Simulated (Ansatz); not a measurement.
A calculation with Ansatz (development build ahead of 0.2.0).

```yaml
crystal:
  periodic: [false, false, false]
  atoms:
    - { symbol: O, position_ang: [0.0, 0.0, 0.0] }
    - { symbol: H, position_ang: [0.0, 0.846, -0.216] }
    - { symbol: O, position_ang: [0.0, 0.0, 1.33] }
basis:
  gaussian: { orbitals: STO-3G }
magnetization:
  spin_polarized: true
  initial_magnetization: 1
hamiltonian:
  xc: hf
correlation:
  method: ccsd_t
  frozen_orbitals: { H: 0, O: 1 }
```

The input is written out in the form of the current development build from the run's settings.

The run gave:

* Converged: yes
* Reference energy: -148.17201 hartree
* CCSD correlation energy: -0.07573 hartree
* Triples correction: -0.00108 hartree
* Total energy: -148.24883 hartree
* Spin squared of the determinant: 0.754
